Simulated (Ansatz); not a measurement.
Two shapes of singlet C4H4S.

Shape 1:

```xyz
9

S    -0.0007    0.0099    1.1902
C    -0.0048    1.2347    0.0057
C    -0.0088   -1.2393   -0.0052
C    -0.0053    0.7036   -1.2693
C    -0.0001   -0.7024   -1.2725
H    -0.0070    2.2767    0.2958
H    -0.0051   -2.2773    0.2870
H     0.0079    1.3262   -2.1657
H    -0.0081   -1.3250   -2.1775
```

Shape 2:

```xyz
9

S     0.0173    0.0127    1.2345
C     0.0123    1.2835   -0.0014
C     0.0243   -1.2787   -0.0046
C    -0.0442    0.7288   -1.2533
C    -0.0282   -0.7205   -1.3099
H    -0.0312    2.2681    0.3292
H     0.0128   -2.3308    0.2840
H    -0.0138    1.3308   -2.1240
H    -0.0149   -1.3732   -2.1729
```

Basis set: STO-3G (spherical functions). Correlated methods keep 9 orbitals frozen. Charge 0, multiplicity 1.

Computed with Ansatz (development build ahead of 0.2.0); each method stands on the lowest determinant of its kind that the runs found.

Task: Which shape is lower in energy, and by how much in each method?

Result:

| method | E(2) − E(1) (eV) |
| --- | --- |
| RHF | 0.371 |
| RHF-MP2 | 0.157 |

Shape 1 is lower.
